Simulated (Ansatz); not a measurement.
**Pulling the pair apart**

The pair of H₂O (SMILES O, atoms 1–3) and HF (SMILES F, atoms 4–5), both closed shells, in one local arrangement (a lower one may exist), relaxed at PBE0-D4/def2-TZVP:

O1  (0.123, 0.232, -0.678)
H2  (-0.693, 0.076, -1.161)
H3  (0.773, -0.370, -1.048)
F4  (-0.158, -0.037, 1.905)
H5  (-0.046, 0.099, 0.981)
(Å)

HF is shifted rigidly along the line between the mean atom positions of the two fragments (negative: closer). Counterpoise interaction energies in kcal/mol. Ansatz 0.2.0; basis: def2-TZVPPD; cores frozen in the correlated methods.

```
shift (Å)  PBE0-D4     HF  PBE-D4
    -0.17    -8.79  -5.90   -8.44
    -0.08    -9.57  -7.08   -9.33
     0.00    -9.79  -7.67   -9.63
     0.08    -9.63  -7.84   -9.54
     0.20    -9.06  -7.66   -9.03
     0.42    -7.56  -6.70   -7.59
     0.84    -4.91  -4.60   -4.94
     1.67    -2.11  -2.12   -2.09
```

Task: What does CCSD(T) give at these shifts? (Judge from chemistry; the value comes from the calculation.)

Result: By the calculation: -6.81, -7.88, -8.35, -8.41, -8.09, -6.92, -4.59, -2.01 kcal/mol. For zero shift, CCSD(T) at an estimated basis limit (MP2 extrapolated from triple and quadruple zeta, plus CCSD(T) − MP2 in triple zeta) gives -8.93 kcal/mol. These are counterpoise interaction energies, counted from the two frozen fragments.

T1 diagnostic: at most 0.011.

For scale, one of the runs: CCSD(T)/def2-TZVPPD, 131 basis functions, launched by `ansatz run in.yaml --threads 2 --pin off --events-out ev --progress --plain --max-ram 5222MiB`. The run took 4.7 s on 2 CPU threads of an Intel Xeon Platinum 8375C (shared host), with 0.7 GiB of host memory at its peak.
